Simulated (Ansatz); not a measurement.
# AlC₂ (quartet): wave-function methods side by side, cc-pVDZ

Aim: climb from Hartree-Fock through coupled cluster for AlC₂ (quartet) at one geometry and basis, and see what each rung misses.

Method: cc-pVDZ, core rule «outside noble gas», up to 7 orbitals frozen; program: Ansatz 0.2.0, Gaussian basis.

Plan: UHF; CCSD(T) on ROHF; CCSD(T) on UHF; BCCD(T) on ROHF; CISD; CCSDT(Q) on ROHF; CCSDT(Q) on UHF.

26 further runs of the same task are left out: 10 that didn't finish, 16 set aside as unsound or not needed.

### Step 1. The geometry

The geometry is a PBE0/def2-TZVP stationary point (not a proven minimum) of the parent state, kept for this charge and spin.

3 atoms, charge 0, spin multiplicity 4.

Atoms are counted from 1 here; the program's logs count them from 0.

Bond lengths: Al1–C2 1.883 Å, C2–C3 1.244 Å. Angles: Al1–C2–C3 180.0°.

### Step 2. UHF

Input file in.yaml:

```yaml
crystal:
  periodic: [false, false, false]
  atoms:
    - {symbol: Al, position_ang: [0.000000, 0.000000, 1.669700]}
    - {symbol: C, position_ang: [0.000000, 0.000000, -0.212900]}
    - {symbol: C, position_ang: [0.000000, 0.000000, -1.456800]}
basis:
  gaussian: {orbitals: cc-pVDZ}
magnetization: {spin_polarized: true, initial_magnetization: 3}
hamiltonian: {xc: hf}
output: {orbitals: {seedname: orbitals}}
```

Started as:

```
ansatz run in.yaml --threads 1 --pin off --events-out ev --progress --plain --max-ram 2393MiB
```

Further steps of the session: CCSD(T) on ROHF; CCSD(T) on UHF; BCCD(T) on ROHF; CISD; CCSDT(Q) on ROHF; CCSDT(Q) on UHF.

Q: Predict the results of all the runs planned. Wanted: RCCSDT(Q) below the RHF energy; RMP2 from RCCSDT(Q); UMP2 from RCCSDT(Q); RCCSD from RCCSDT(Q); RCCSD(T) from RCCSDT(Q); UCCSD(T) from RCCSDT(Q); UCCSDT(Q) from RCCSDT(Q); T1 diagnostic.

The runs gave:

| quantity | value |
| --- | --- |
| RCCSDT(Q) below the RHF energy | -7.6820 eV |
| RMP2 from RCCSDT(Q) | +22.40 kcal/mol |
| UMP2 from RCCSDT(Q) | +36.57 kcal/mol |
| RCCSD from RCCSDT(Q) | +10.58 kcal/mol |
| RCCSD(T) from RCCSDT(Q) | +1.68 kcal/mol |
| UCCSD(T) from RCCSDT(Q) | +2.43 kcal/mol |
| UCCSDT(Q) from RCCSDT(Q) | +0.01 kcal/mol |
| levels within 1 kcal/mol (43 meV) | RCCSDT, UCCSDT, UCCSDT(Q) |
| T1 diagnostic | 0.036 |

What this shows: RCCSD(T) misses by +1.68 kcal/mol, 0.9 % of the correlation energy. CCSD(T) misses by +1.68 kcal/mol on the restricted determinant and by +2.43 kcal/mol on the unrestricted one; the two need not hold the same state or core. Coupled cluster took another determinant than the lowest Hartree-Fock one. These misses are within one basis, not against nature; the frozen cores of restricted and unrestricted runs differ, which can shift their rows.
